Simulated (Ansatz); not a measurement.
Species: C₂H₆O, SMILES `COC` (charge 0, multiplicity 1), formula C$_{2}$H$_{6}$O.

**Question.** How many basis functions does Ansatz (a first-principles code) with frozen-core CCSD(T)/cc-pVTZ // PBE0-D3(BJ)/def2-SVP use, how many core orbitals are frozen, and how many electrons are correlated?

**Answer.** 174 basis functions and 3 frozen orbitals, which leaves 20 correlated electrons. Core time is of the order of seconds.
